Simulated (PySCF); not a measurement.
Computed NMR parameters against published values

Geometry (Å), atoms numbered from 1 in this order:
```xyz
4

F    -1.7546   -0.0468    0.9378
C    -0.5913    0.0036    0.3960
C     0.5962   -0.0027    0.2371
F     1.7598    0.0507   -0.3042
```

Calculated, not measured (PySCF 2.14): GIAO PBE0/pcSseg-1 shieldings, geometry: GFN2-xTB, spin–spin couplings from B3LYP/pcJ-1. One conformer, in vacuum, no relativistic terms, rapidly exchanging positions averaged.

Reference values: CCSD(T)/13s9p4d3f (gas (isolated, no vibration); M. E. Harding, PhD thesis, Mainz 2008 (Harding, Lenhart, Auer, Gauss, JCP 2008, 128, 244111)).
```csv
atoms,quantity,reference,computed
F1/F4,σ ¹⁹F,475.4,446.7
```

Reference values: CCSD(T)/13s9p4d3f + vibration and temperature (MP2) (gas, 300 K; M. E. Harding, PhD thesis, Mainz 2008 (Harding, Lenhart, Auer, Gauss, JCP 2008, 128, 244111)).
| atoms | quantity | reference | computed |
| --- | --- | --- | --- |
| F1/F4 | σ ¹⁹F | 467.4 | 446.7 |

Absolute shieldings are compared as such; zero-point and thermal motion, absent here, lowers them by some tenths of a ppm for H, a few ppm for C and up to about 10 ppm for F.

Coupling constants in Hz:
| coupling | reference | computed | source |
| --- | --- | --- | --- |
| ³J(F1,F4) | 2.6 | 70.9 | CC3; gas (equilibrium); Jessen and Sauer, arXiv:2312.00705; CC3 and CCSD from Faber, Sauer, Gauss 2017 |
| ³J(F1,F4) | 2.1 | 70.9 | measured; Jessen and Sauer, arXiv:2312.00705; CC3 and CCSD from Faber, Sauer, Gauss 2017 |
| ¹J(C2,F1) | -256.6 | -416.1 | CC3; gas (equilibrium); Jessen and Sauer, arXiv:2312.00705; CC3 and CCSD from Faber, Sauer, Gauss 2017 |
| ¹J(C2,F1) | -287.3 | -416.1 | measured; Jessen and Sauer, arXiv:2312.00705; CC3 and CCSD from Faber, Sauer, Gauss 2017 |
| ²J(C3,F1) | 45.5 | 66.2 | CC3; gas (equilibrium); Jessen and Sauer, arXiv:2312.00705; CC3 and CCSD from Faber, Sauer, Gauss 2017 |
| ²J(C3,F1) | 28.7 | 66.2 | measured; Jessen and Sauer, arXiv:2312.00705; CC3 and CCSD from Faber, Sauer, Gauss 2017 |
| ¹J(C2,C3) | 401.6 | 354.0 | CC3; gas (equilibrium); Jessen and Sauer, arXiv:2312.00705; CC3 and CCSD from Faber, Sauer, Gauss 2017 |

Task: How far are the unscaled ¹⁹F shieldings from the references?

Result: Mean signed difference -24.70 ppm, mean absolute 24.70 ppm over 2 comparisons; the largest is -28.7 ppm at F1/F4 (fluorine bonded to C).

9 of the 23 published NMR values on file for this molecule are compared. The rest: other calculations.
